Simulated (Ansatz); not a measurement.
# C2H5NO: basis-set convergence

One table from this session's results is given with a row withheld; the runs are named, their logs left out.

The runs use Ansatz 0.2.0, Gaussian basis; one geometry, several basis sets.

Levels to be run: PBE0-D4/def2-SVP; ωB97M-V/def2-SVP; PBE0-D4/def2-QZVPP; ωB97M-V/def2-QZVPP; the functionals' def2-TZVPP values are taken from earlier runs.

### The geometry

All runs share one geometry, relaxed beforehand with PBE0-D4 in a triple-zeta def2 set.

SMILES `NC1CO1`, 9 atoms, charge 0, spin multiplicity 1.

Atoms are counted from 1 here; the program's logs count them from 0.

Bond lengths: N1–C2 1.406 Å, N1–H5 1.012 Å, N1–H6 1.012 Å, C2–C3 1.451 Å, C2–O4 1.433 Å, C2–H7 1.087 Å, C3–O4 1.424 Å, C3–H8 1.088 Å, C3–H9 1.089 Å. Angles: C2–N1–H5 111.8°, C2–N1–H6 111.7°, H5–N1–H6 108.7°, N1–C2–C3 121.9°, N1–C2–O4 120.4°, N1–C2–H7 113.0°, C3–C2–O4 59.2°, C3–C2–H7 118.7°, O4–C2–H7 113.2°, C2–C3–O4 59.8°, C2–C3–H8 120.6°, C2–C3–H9 118.8°, O4–C3–H8 115.8°, O4–C3–H9 115.3°, H8–C3–H9 114.9°, C2–O4–C3 61.0°.

The first run:

File in.yaml:

```yaml
crystal:
  periodic: [false, false, false]
  atoms:
    - {symbol: N, position_ang: [-0.917680, 0.936418, -0.380949]}
    - {symbol: C, position_ang: [0.237421, 0.391927, 0.206496]}
    - {symbol: C, position_ang: [0.389782, -1.035190, 0.421222]}
    - {symbol: O, position_ang: [1.157441, -0.374704, -0.580323]}
    - {symbol: H, position_ang: [-1.360614, 0.284148, -1.014622]}
    - {symbol: H, position_ang: [-0.713741, 1.790203, -0.883780]}
    - {symbol: H, position_ang: [0.729013, 1.078248, 0.891539]}
    - {symbol: H, position_ang: [0.948427, -1.410226, 1.275643]}
    - {symbol: H, position_ang: [-0.381649, -1.707025, 0.047672]}
basis:
  gaussian: {orbitals: def2-SVP}
hamiltonian: {xc: pbe0, dispersion: d4}
output: {orbitals: {seedname: orbitals}}
```

Run with:

```sh
$ ansatz run in.yaml --threads 2 --pin off --events-out ev --progress --plain --max-ram 4352MiB
```

Steps of the session up to this table: PBE0-D4 in def2-SVP; ωB97M-V in def2-SVP; PBE0-D4 in def2-QZVPP; ωB97M-V in def2-QZVPP.

One table of the session follows, with a row left open; its other results are not shown here.

It belongs to the step «Density functionals: the series». 

```
functional       basis  HOMO (eV)  LUMO (eV)
   PBE0-D4    def2-SVP      -7.04       2.04
   PBE0-D4  def2-TZVPP      -7.26       1.29
   PBE0-D4  def2-QZVPP      -7.31       0.83
   ωB97M-V    def2-SVP          ?          ?
   ωB97M-V  def2-TZVPP      -9.64       2.67
   ωB97M-V  def2-QZVPP      -9.70       1.96
```

Q: Estimate the row for ωB97M-V, def2-SVP from the others.

**Answer.** HOMO (eV): -9.42; LUMO (eV): 3.67. In the column «HOMO (eV)» it lies between ωB97M-V, def2-TZVPP (-9.64) and PBE0-D4, def2-QZVPP (-7.31).
